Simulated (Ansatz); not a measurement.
A calculation on hcp Zr returned lattice constant a 3.146 Å, lattice parameter c 5.083 Å.

For reference: lattice constant a 3.232 Å (measured, 293 K, not corrected to a static lattice; as tabulated in Wikipedia's data pages); lattice parameter c 5.148 Å (measured, 293 K, no zero-point or thermal correction; as tabulated in Wikipedia's data pages).

**Question.** Which level of theory produced these numbers?
(A) r²SCAN0 (Ansatz, a first-principles code)
(B) r²SCAN+rVV10 (Ansatz)
(C) BLYP (Ansatz)
(D) LDA (Ansatz)

**Answer.** D, LDA (Ansatz)

The others give: r²SCAN+rVV10 3.234 Å, 5.137 Å; BLYP 3.267 Å, 5.228 Å; r²SCAN0 3.265 Å, 5.125 Å.

Unless a cell is named, each level is at its own relaxed cell (BLYP 24.17, LDA 21.79, r²SCAN+rVV10 23.27, r²SCAN0 23.65 Å³/atom).

Ansatz's density-functional and Hartree–Fock values are scalar-relativistic unless marked +SOC, with PAW data made under PBE.
